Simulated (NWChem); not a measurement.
System: C$_{2}$H$_{5}$O, doublet; SMILES CC[O]

All runs: NWChem. Spin-unrestricted. Geometry: optimised at PBE-D3(BJ)/def2-SVP, spin-unrestricted. No stability test was run on the SCF state. Level: PBE/def2-SVP with COSMO at NWChem's default radii, gas-phase geometry; rows give the dielectric constant. Reactions with the solvent are ignored.

For dielectric constant 11.7:

```yaml
dipole in solution (D): 2.61
```

Question: Estimate the same quantities for dielectric constant 3.9.

Answer: The dipole in solution (D) is 2.48.
